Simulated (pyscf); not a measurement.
hydrogen (H₂) + 1,3-butadiene (H₂C=CH–CH=CH₂) → H₃C–CH=CH–CH₃ (addition across a multiple bond or ene-type step; singlet surface; H–H broken, C–H, C–H formed). Structures and frequencies: ωB97X-D3(BJ)/def2-SVP in PySCF. Energies in eV from the separated reactants.

```
level                   barrier  reaction energy
----------------------  -------  ---------------
ωB97X-D3(BJ)/def2-TZVP      ___            -1.70
PBE/def2-TZVP              1.99            -1.56
r²SCAN/def2-TZVP           2.11            -1.59
PBE0-D3(BJ)/def2-TZVP      2.11            -1.74
ωB97M-D3(BJ)/def2-TZVP     2.35            -1.63
HF/def2-TZVP                ___              ___
```

Problem. Some entries are withheld; supply them.

Solution. 
- ωB97X-D3(BJ)/def2-TZVP, barrier: 2.38
- HF/def2-TZVP, barrier: 3.53
- HF/def2-TZVP, reaction energy: -1.55

The functionals in the table span 0.39 eV in this barrier, from PBE to ωB97X-D3(BJ)/def2-TZVP. This is the saddle that the search found; another between the same sides may lie lower.
